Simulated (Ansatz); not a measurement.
Reaction (SMILES): [CH]=CF → [CH-]=CF (an electron is taken up)
B3LYP-D3(BJ)/def2-TZVP geometries, fixed; electronic energies without zero-point terms; positive where energy is released.
Largest species:
```
C
C 1 1.3001
F 1 1.3501 2 123.21
H 2 1.0733 1 139.33 3 180.00
H 1 1.0877 2 125.07 4 0.00
```
Charge 0, spin multiplicity 2.

Basis-set convergence of the adiabatic electron affinity at PBE0 with Ansatz (a quantum-chemistry and plane-wave program). All functions are spherical. The program fits the integrals of some runs and decomposes those of others, by size. Open shells are unrestricted. No added dispersion term, no relativity. Functions are those of the species that has most. Reference: the value in aug-pcseg-3, 1.305 eV, itself unsure by roughly 0.010 eV (its mean distance from aug-cc-pVQZ, def2-QZVPPD). Deviations are taken from unrounded values.

```csv
basis,functions,adiabatic electron affinity (eV),minus reference (eV)
def2-SV(P),46,0.741,-0.564
cc-pVDZ,52,0.710,-0.595
def2-SVP,52,0.739,-0.566
aug-cc-pVDZ,87,1.363,0.058
def2-TZVP,105,1.140,-0.165
cc-pVTZ,118,1.009,-0.296
def2-TZVPP,121,1.142,-0.163
jun-cc-pV(T+d)Z,145,1.309,0.004
aug-cc-pVTZ,184,1.311,0.006
cc-pVQZ,225,1.146,-0.159
def2-QZVPP,231,1.234,-0.071
aug-cc-pVQZ,332,1.306,0.001
cc-pV5Z,383,1.245,-0.060
```

The smallest set listed that lies within 0.1 eV of the reference with all its larger relatives (same family, alike in diffuse functions; a set with none counts only in the reference's own line) is aug-cc-pVDZ (87 functions, 0.058 eV off). Inside, with no larger relative to test it: def2-QZVPP, cc-pV5Z.
